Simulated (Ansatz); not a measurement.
Stepwise reaction of `[SH][Mg][SH]` with ammonia, as a gas-phase model of exchange steps in deposition or etching. ΔE in kJ/mol; ΔG adds harmonic PBE0-D4 terms to CCSD(T)/CBS, at 1 bar.

Calculated with Ansatz (gas phase, PBE0-D4/def2-TZVP geometries, no zero-point term in ΔE). CBS: MP2 limit from def2 TZ/QZ plus the TZ coupled-cluster correction, frozen cores. This one scheme is used for every species. Functionals use def2-TZVPP. B3LYP here is the variant with VWN-RPA as its local correlation; programs differ in this. For Mg outer-core shells are correlated without core-valence functions, which leaves a few kJ/mol of doubt a bond. Each species was taken in one conformer, which may not be the lowest.

| step | reaction | PBE-D4 | B3LYP-D4 | ωB97M-V | CCSD(T)/CBS | ΔG(400 K) |
| --- | --- | --- | --- | --- | --- | --- |
| 1 | `[SH][Mg][SH]` + NH₃ → `[NH2][Mg][SH]` + H₂S | 78.4 | 74.4 | 75.1 | 75.8 | 61.7 |

Problem. Give the row of step 2, `[NH2][Mg][SH]` + NH₃ → `[NH2][Mg][NH2]` + H₂S. (An estimate is asked.)

Solution. The calculation gave: 
| step | reaction | PBE-D4 | B3LYP-D4 | ωB97M-V | CCSD(T)/CBS | ΔG(400 K) |
| --- | --- | --- | --- | --- | --- | --- |
| 2 | `[NH2][Mg][SH]` + NH₃ → `[NH2][Mg][NH2]` + H₂S | 80.9 | 77.1 | 78.4 | 78.8 | 71.6 |

Problem. By hand: ΔE of the 2 steps together at CCSD(T)/CBS.

Solution. (75.8) + (78.8) = 154.6 kJ/mol, or 77.3 kJ/mol a step.

In ΔE the steps differ by no more than 3.0 kJ/mol. All are uphill at CCSD(T)/CBS. ΔG lies between 61.7 and 71.6 kJ/mol a step. PBE-D4 differs from CCSD(T)/CBS by 2.1 to 2.6 kJ/mol a step. Isolated molecules leave out the surface, adducts and barriers. Largest T1 diagnostic: 0.009.
